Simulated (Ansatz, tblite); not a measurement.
Polycrystal shear modulus (GPa) of solids drawn from the class of tetrahedrally bonded semiconductors and semimetals, at two levels: GFN2-xTB tight binding with its D4 term, in tblite, supercell at the zone centre, Fermi filling at 1000 K (free energies), no spin polarisation (tblite), and PBE (PAW; Ansatz, an electronic-structure program).

| solid | GFN2-xTB | PBE | shift (%) |
|---|---|---|---|
| zinc-blende CdTe | 9.86 | 13.4 | +36 |
| zinc-blende ZnSe | 18.5 | 27.3 | +48 |
| zinc-blende CdSe | 8.28 | 15.1 | +82 |
| zinc-blende InP | 10.9 | 31.3 | +187 |
| zinc-blende AgI (metastable phase) | 8.62 | 6.20 | -28 |
| zinc-blende BP | 137 | 162 | +18.2 |
| wurtzite BN (high-pressure phase) | 346 | 382 | +10.4 |
| zinc-blende ZnS | 25.7 | 33.3 | +30 |

The shifts run from -28 % to +187 %, with a median of +33 %.

Of 8 rows, PBE is the larger in 7 and the smaller in 1.

Ansatz's runs of these crystals have no spin polarisation.

Spin–orbit coupling is left out, also for the solids with elements from indium on (zinc-blende CdTe, zinc-blende InP, zinc-blende AgI); its size isn't shown.

Each level is taken at its own relaxed cell. Caveats: the method was fitted mainly to molecules (GFN2-xTB: zinc-blende CdTe, zinc-blende ZnSe, zinc-blende CdSe, zinc-blende InP, zinc-blende AgI, zinc-blende BP and 2 more); the run uses a supercell at the zone centre in place of a k mesh (GFN2-xTB: zinc-blende CdTe, zinc-blende ZnSe, zinc-blende CdSe, zinc-blende InP, zinc-blende AgI, zinc-blende BP and 2 more). Ansatz's density-functional and Hartree–Fock values are scalar-relativistic unless marked +SOC, with PAW data made under PBE.
